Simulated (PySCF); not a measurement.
Reaction (SMILES): C(Cl)=C → C=[C-]Cl + H+
B3LYP-D3(BJ)/def2-TZVP geometries, fixed; electronic energies without zero-point terms.
Largest species:
```xyz
6

C      0.0112     0.7589    -0.0124
C      1.3049     1.0233     0.0034
Cl    -0.6370    -0.8532     0.0042
H     -0.7591     1.5163    -0.0370
H      2.0529     0.2431     0.0280
H      1.6388     2.0524    -0.0084
```

Effect of the auxiliary basis of density fitting at r2SCAN/def2-SVP with PySCF, against the last row, where the deprotonation energy is 399.36 kcal/mol. The proton leaves the site shown, which need not be the most acidic.

| setting | fitting functions, largest species | largest shift of a total energy (mEh) | shift of the deprotonation energy (kcal/mol) |
|---|---|---|---|
| density fitting: autoaux | 434 | -0.054 | -0.008 |
| density fitting: def2-universal-jkfit | 332 | -0.058 | 0.004 |
| density fitting: cc-pvtz-jkfit | 369 | -0.132 | -0.018 |
| density fitting: cc-pvqz-jkfit | 513 | -0.100 | -0.017 |
| density fitting: weigend | 182 | -0.203 | 0.025 |
| density fitting: none | - | 0.000 | 0.000 |

Within 0.02 kcal/mol in the deprotonation energy: density fitting: autoaux; density fitting: def2-universal-jkfit; density fitting: cc-pvtz-jkfit; density fitting: cc-pvqz-jkfit. The largest shift is 0.203 mEh in a total energy and 0.025 kcal/mol in the difference.
